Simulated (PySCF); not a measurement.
hydrogen chloride (ClH), SMILES Cl. Geometry: PBE-D3(BJ)/def2-TZVPD.

Computed equilibrium geometry at PBE-D3(BJ)/def2-TZVPD (PySCF confirms it by a frequency run) as bond lengths and angles, and its point group:
point group C∞v.
Atoms: Cl1 H2. Bonded distances (Å): Cl1–H2 1.290.
Charge 0, spin multiplicity 1.
